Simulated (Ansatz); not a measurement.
Molecular dynamics of AlClH2

Input file:

```yaml
crystal:
  periodic: [false, false, false]
  atoms:
    - { symbol: Al, position_ang: [0.05738, -0.01575, 0.004374] }
    - { symbol: H, position_ang: [0.133038, 0.510525, 1.541067] }
    - { symbol: H, position_ang: [1.300805, -0.26995, -0.924793] }
    - { symbol: Cl, position_ang: [-1.799492, -0.063966, -0.947622] }
basis:
  gaussian: { orbitals: def2-SVP }
hamiltonian:
  xc: r2scan
  dispersion: d4
md:
  timestep: 4.0
  n_steps: 40
  ensemble: nve
  temperature: 300.0
  initial_velocities: maxwell_boltzmann
  seed: 34403
```

Launched with:

```bash
$ ansatz run input.yaml --threads 1 --pin off --max-ram 2048MiB --backend cpu --events-out ev --progress --plain --runs-dir out
```

It goes on from the last frame of an earlier run, with new velocities.

Output, in part (step lines, the closing report, with atoms numbered from 0):

```
md step     0: t =     0.00 fs  T =   300.0 K  F+E_penalty+E_count = -19145.90209018 eV  E_kin = 0.077556 eV  conserved = -19145.82453418 eV  (22 SCF iters)
[... lines left out ...]
Total energy: -19145.79666980 eV, -703.5950501280 hartree
Atom 0 at     0.087092    -0.015006     0.018032 Å, force     0.702818     0.228815    -0.873959 eV/Å
Atom 1 at     0.147955     0.490386     1.531692 Å, force    -0.074502    -0.212944    -0.204116 eV/Å
Atom 2 at     1.499666    -0.259003    -0.921301 Å, force    -1.238675     0.065230     0.760957 eV/Å
Atom 3 at    -1.828185    -0.064271    -0.957850 Å, force     0.610359    -0.081100     0.317117 eV/Å
Dipole moment:     0.194506    -0.062737     0.161060 e Å
```

The steps, from the saved trajectory:

```csv
time (fs),T (K),potential energy less start (eV),conserved less start (meV/atom)
0,300,0.000,0.00
4,169,0.064,7.64
8,286,0.014,2.48
12,137,0.107,16.19
16,257,0.037,6.48
20,136,0.087,11.14
24,275,0.011,1.18
28,217,0.087,16.38
32,344,0.066,19.34
36,261,0.098,21.95
40,323,0.026,8.05
44,225,0.087,16.95
48,234,0.128,27.62
52,225,0.135,28.99
56,290,0.061,14.58
60,361,0.031,11.66
64,333,0.091,24.93
68,339,0.087,24.34
72,212,0.086,15.76
76,218,0.038,4.26
80,120,0.113,16.55
84,287,0.052,12.11
88,192,0.096,16.99
92,368,-0.026,-2.12
96,180,0.063,8.05
100,301,-0.004,-1.02
104,69,0.129,17.32
108,221,0.050,7.50
112,100,0.106,13.53
116,308,0.002,1.07
120,275,0.076,17.37
124,394,0.064,22.12
128,270,0.106,24.53
132,271,0.049,10.35
136,213,0.091,17.03
140,251,0.137,31.09
144,302,0.120,30.20
148,335,0.057,16.48
152,367,0.032,12.27
156,285,0.117,28.22
160,299,0.105,26.31
```

The run went to its last step. The conserved energy wandered by up to 31.1 meV per atom (net 26.3 meV per atom), which is poor conservation. A step of 4 fs is long for free X–H stretches (periods near 10 fs) and can bias their spread and the temperature. A run of 0.16 ps of so small a system gives no equilibrium averages.

The same pairs are bonded in the first frame and the last. Pairs count as bonded within 1.25 times the sum of covalent radii (0.12 Å more for H–H).

Last frame:

```xyz
4
Properties=species:S:1:pos:R:3
Al 0.087 -0.015 0.018
H 0.148 0.490 1.532
H 1.500 -0.259 -0.921
Cl -1.828 -0.064 -0.958
```

Run time: 38 s on 1 thread of Intel(R) Xeon(R) Platinum 8488C (Sapphire Rapids), with other jobs on the host, peak memory 0.12 GiB.
